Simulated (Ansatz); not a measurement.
The input, for Ansatz 0.2.0:

```yaml
crystal:
  periodic: [false, false, false]
  atoms:
    - {symbol: B, position_ang: [0.000000, 0.000000, 1.971667]}
    - {symbol: Al, position_ang: [0.000000, 0.000000, -0.197333]}
    - {symbol: H, position_ang: [0.000000, 0.000000, -1.774333]}
basis:
  gaussian: {orbitals: 6-31G}
magnetization: {spin_polarized: false, initial_magnetization: 3}
correlation: {method: ccsdtq, electrons: outside_noble_gas}
```

```sh
$ ansatz run in.yaml --threads 1 --pin off --events-out ev --progress --plain --max-ram 2393MiB
```

The program prints:

```
497 factors; integrals over basis functions are off by at most 1.3e-7 eV
mean field evaluation 1: about -7263.2541 eV, gradient 6.5e0 eV
mean field evaluation 2: about -7263.2584 eV, gradient 6.5e0 eV
mean field evaluation 4: about -7264.4002 eV, gradient 2.3e0 eV
mean field evaluation 8: about -7264.7360 eV, gradient 3.7e-1 eV
mean field evaluation 16: about -7264.7384 eV, gradient 1.1e-6 eV
mean field evaluation 32: about -7264.7380 eV, gradient 7.2e-2 eV
mean field evaluation 64: about -7262.0384 eV, gradient 3.6e-4 eV
mean field evaluation 96: about -7262.5436 eV, gradient 3.3e0 eV
mean field evaluation 128: about -7262.9848 eV, gradient 1.1e-2 eV
mean field evaluation 160: about -7262.0384 eV, gradient 4.5e-2 eV
mean field -7264.73837483 eV, -266.9742110583 hartree, gradient 1.1e-6 eV, S^2 3.750000; 5 other end points of the search recorded, 0 dependent functions left out
mean field evaluation 192: about -7263.5864 eV, gradient 5.7e0 eV
determinant -7264.73837483 eV, -266.9742110583 hartree, with singles and doubles -7267.13690034 eV, -267.0623552451 hartree
determinant -7262.98475698 eV, -266.9097667910 hartree, with singles and doubles -7264.81205837 eV, -266.9769188787 hartree
determinant -7262.03841578 eV, -266.8749893934 hartree, with singles and doubles -7264.21387644 eV, -266.9549360982 hartree
determinant -7261.56291167 eV, -266.8575149398 hartree, with singles and doubles -7264.39588762 eV, -266.9616248857 hartree
6 core orbitals not correlated: weight in the atoms' cores, before any rotation towards them, 1.000 or more for the frozen orbitals, at most 0.000 for the correlated occupied ones
reference -7264.73837483 eV, -266.9742110583 hartree; 5, 2 occupied and 13, 16 virtual orbitals, 497 factors
second order -1.73346210 eV of doubles, -0.01913636 eV of singles
cycle   1  -2.11465480 eV  change   -3.6e-1 eV  update   8.4e-2
cycle   2  -2.42564286 eV  change   -3.1e-1 eV  update   4.7e-2
cycle   3  -2.50326066 eV  change   -7.8e-2 eV  update   2.5e-2
cycle   4  -2.52028411 eV  change   -1.7e-2 eV  update   1.3e-2
cycle   5  -2.53318511 eV  change   -1.3e-2 eV  update   5.0e-3
cycle   6  -2.53223744 eV  change    9.5e-4 eV  update   2.6e-3
cycle   7  -2.53001674 eV  change    2.2e-3 eV  update   1.2e-3
cycle   8  -2.53056743 eV  change   -5.5e-4 eV  update   5.9e-4
cycle   9  -2.53102468 eV  change   -4.6e-4 eV  update   3.3e-4
cycle  10  -2.53068031 eV  change    3.4e-4 eV  update   1.9e-4
cycle  11  -2.53084475 eV  change   -1.6e-4 eV  update   9.9e-5
cycle  12  -2.53088799 eV  change   -4.3e-5 eV  update   4.4e-5
cycle  13  -2.53091239 eV  change   -2.4e-5 eV  update   1.9e-5
cycle  14  -2.53092154 eV  change   -9.1e-6 eV  update   8.8e-6
cycle  15  -2.53091971 eV  change    1.8e-6 eV  update   4.5e-6
cycle  16  -2.53091821 eV  change    1.5e-6 eV  update   2.2e-6
cycle  17  -2.53091847 eV  change   -2.6e-7 eV  update   1.2e-6
cycle  18  -2.53091877 eV  change   -3.0e-7 eV  update   6.9e-7
Total energy: -7267.26929360 eV, -267.0672206076 hartree
```

For the same geometry and basis full CI lies 0.9 meV lower.

Ran on 1 thread of Arm Neoverse N1, shared host: 21 s wall, 0.16 GiB peak host memory.
